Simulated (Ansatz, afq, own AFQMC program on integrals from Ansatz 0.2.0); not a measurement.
Two steps: Ansatz 0.2.0 writes the Fock matrix and Cholesky factors of the valence space, and afq projects on them the lowest state that overlaps trial and start.

```yaml
crystal:
  periodic: [false, false, false]
  atoms:
    - {symbol: Al, position_ang: [0.000000, -0.103324, 1.155257]}
    - {symbol: O, position_ang: [0.000000, 0.040198, -1.920396]}
    - {symbol: H, position_ang: [0.000000, 1.277701, 1.988141]}
    - {symbol: H, position_ang: [0.000000, 0.850083, -2.430067]}
basis:
  gaussian: {orbitals: cc-pVDZ}
magnetization: {spin_polarized: true, initial_magnetization: 1}
correlation: {method: ccsd_t, electrons: outside_noble_gas, hamiltonian_folder: ham}
```

```sh
$ ansatz run in.yaml --threads 1 --pin off --events-out ev --progress --plain --max-ram 1382MiB
```

afq runs on the folder ham with

```
--method phaseless --trial cisd --walkers 60 --populations 1 --least-time 40 --time-step 0.005 --steps-per-block 50 --equilibration-blocks 40 --max-blocks 300 --target-error 0.0008 --factor-cut 1e-05 --start spin_pure --seed 7440 --release-times 0.24,0.51,0.99,1.62,2.4 --release-step 0.03 --release-every 4 --taylor-order 6
```

Times are imaginary, in 1/Eh. The walk had a cap of 1172 s.

```
orbitals 36  electrons 6 5  factors 248 of 398
reference energy -317.84583593 Eh
CCSD correlation -0.23853198 Eh in 19 cycles, weight of the determinant in the CISD state 0.8283
energy of the start -318.067214 Eh
 block  time / (1/Eh)  mean weight  energy / Eh
     1     0.250  1.0013  -318.075706
     2     0.500  0.9992  -318.077198
     3     0.750  0.9997  -318.081913
     4     1.000  1.0010  -318.082783
     5     1.250  0.9991  -318.081096
     9     2.250  0.9983  -318.084144
    21     5.250  0.9989  -318.101065
    41    10.250  0.9998  -318.098084
    61    15.250  1.0016  -318.086670
    71    17.750  1.0006  -318.081764
    81    20.250  1.0040  -318.093196
   101    25.250  1.0027  -318.083781
   121    30.250  0.9963  -318.084034
   136    34.000  1.0024  -318.101242
   141    35.250  1.0012  -318.088958
   161    40.250  0.9993  -318.089765
   181    45.250  1.0046  -318.092162
   196    49.000  1.0008  -318.089458
blocks merged  error / Eh  count
     1  0.000359  160
     2  0.000412  80
     4  0.000441  40
     8  0.000439  20
    16  0.000602  10
released: time / (1/Eh)  energy / Eh  error  mean overlap
  0.24  -318.089504  0.000643  0.9861
  0.51  -318.090484  0.000819  0.9668
  0.99  -318.089351  0.001188  0.9720
  1.62  -318.089759  0.000911  0.9924
  2.40  -318.090683  0.001172  0.9416
energy -318.089030 +/- 0.000441 Eh
(rows thinned)
```

**Question.** Estimate how long the walk took on 1 thread of Arm Neoverse V2, with other jobs on the host.

**Answer.** 3.3 min of wall time.

The run passed its tests (sampling time, drift between the halves within three errors, error under three times the target), which doesn't prove that it has relaxed. The second half of the sampling lies below the first by 1.8 errors of their difference, so the energy may still be moving and its error bar be too small.

Against this walk (error 12.0 meV) on the same determinant: CCSD(T) 31.6 meV higher, CCSDT(Q) 6.7 meV lower (within the noise). The error is statistical and leaves out the bias of the constraint. The determinant has ⟨S²⟩ = 0.99, so the low cluster orders mix in higher spin (the high orders can go on to a lower state of that spin), while the walk starts as a pure doublet. None of these is a sure reference here. The released energies get too noisy after the second time (errors over twice the walk's own, or jumping) (meV from the phaseless value at times in 1/Eh: -13 ± 17 at 0.24, -40 ± 22 at 0.51, -9 ± 32 at 0.99, -20 ± 25 at 1.62, -45 ± 32 at 2.40), so they give no level.

Cautions: constraint bias not in the error; higher spins were not checked; an unrestricted solution with more broken spin lies lower (22 meV, ⟨S²⟩ 1.06); strong correlation (T1 0.051, weight of the determinant 0.83, largest double 0.10); unrestricted determinant spin contaminated (⟨S²⟩ 0.99 against 0.75); the bias of populations of 60 walkers isn't removed.

CCSDT and higher add their correlation energy to the determinant of the CCSD(T) run, since their own runs factorise the integrals more tightly (a shift of under 2 meV). A walk keeps the symmetry of its determinant, which the program's search chose and which needn't be the lowest solution, so a lower state of the same spin and another symmetry isn't excluded.
